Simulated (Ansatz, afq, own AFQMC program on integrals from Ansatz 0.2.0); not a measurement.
# Cu, doublet → Cu, quartet

A free Cu atom.

E(quartet, charge +0) − E(doublet, charge +0) at this geometry, on UHF and UHF determinants.

Basis def2-SVP. Only valence electrons are correlated. Ansatz 0.2.0 and our own AFQMC program on the same integrals; the CISD trial comes from CCSD amplitudes, and released means the phaseless constraint is let go. Uncertainties: one standard error, sampling alone. The metal's outer-core s and p shells are frozen, which shifts wave-function levels against functionals. The errors of all members are added in quadrature.

No full CI on the walks' own integrals is used here; CCSDTQ serves as the reference and is uncertain by about the last step of the cluster series. Each member takes its own surest rung, up to full CI.

Errors are counted within def2-SVP, not against nature.

Cautions: no relativity below Rb; outer-core shells of the metal frozen; Cu (doublet): the released energies move by 1.5 errors or more from one time to the next, so no released level is given (meV from the phaseless value at times in 1/Eh: -19 ± 5 at 0.60, -33 ± 5 at 1.20, 10 ± 46 at 2.00, -28 ± 11 at 3.00, -63 ± 20 at 4.20), though the last usable value meets CCSDTQ within the noise, its ph-AFQMC/CISD value lies 36.0 ± 1.8 meV above CCSDTQ; Cu (quartet): another spin lies lower, the released energies move by 1.5 errors or more from one time to the next, so no released level is given (meV from the phaseless value at times in 1/Eh: -3 ± 3 at 0.60, -3 ± 3 at 1.20, -5 ± 4 at 2.00, -17 ± 8 at 3.00, -2 ± 16 at 4.20), its ph-AFQMC/CISD value lies 81.0 ± 1.8 meV above CCSDTQ; the upper state may be diffuse, so the gap hangs on the basis.

```
level  vertical spin gap (eV)
   HF                   3.697
 CCSD                   5.599
```

Q: From these cheaper values, estimate the vertical spin gap at the reference level in def2-SVP.

A: 5.614 eV (CCSDTQ in def2-SVP).

```
        level  vertical spin gap (eV)  error against CCSDTQ (eV)
          MP2                   6.278                      0.665
      CCSD(T)                   5.724                      0.111
        CCSDT                   5.640                      0.026
     CCSDT(Q)                   5.599                     -0.015
ph-AFQMC/CISD           5.659 ± 0.003              0.045 ± 0.003
```

Correlation beyond CCSD(T) takes off 0.111 eV. The perturbative (T) step is worth +0.125 eV.

CCSDT and higher add their correlation energy to the determinant of the CCSD(T) run, since their own runs factorise the integrals more tightly (a shift of under 2 meV). A walk keeps the symmetry of its determinant, which the program's search chose and which needn't be the lowest solution, so a lower state of the same spin and another symmetry isn't excluded.
